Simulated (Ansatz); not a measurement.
This Ansatz (a program for electronic structure) input (CCSD(T)/aug-cc-pV(Q+d)Z) gives -398.95898 Eh with 181 basis functions. A basis named .json is the Basis Set Exchange file of that set (core-valence sets with the plain set on hydrogen).

Ansatz 0.2 input:
```yaml
crystal:
  periodic: [false, false, false]
  atoms:
    - {symbol: S, position_ang: [0.00184013, 0.00030176, 0.10309296]}
    - {symbol: H, position_ang: [-0.00752722, 0.96781232, -0.82771199]}
    - {symbol: H, position_ang: [-0.02191490, -0.97264043, -0.82177540]}
basis:
  gaussian:
    orbitals: aug-cc-pV_Q+d_Z.json
magnetization: {spin_polarized: false}
correlation: {method: ccsd_t, electrons: outside_noble_gas}
```

Change:
```diff
- orbitals: aug-cc-pV_Q+d_Z.json
+ orbitals: def2-QZVPP.json
```

### Question
What does the run give now?

### Answer
-398.95821 Eh (CCSD(T)/def2-QZVPP, 130 functions), a change of +0.77 mEh.
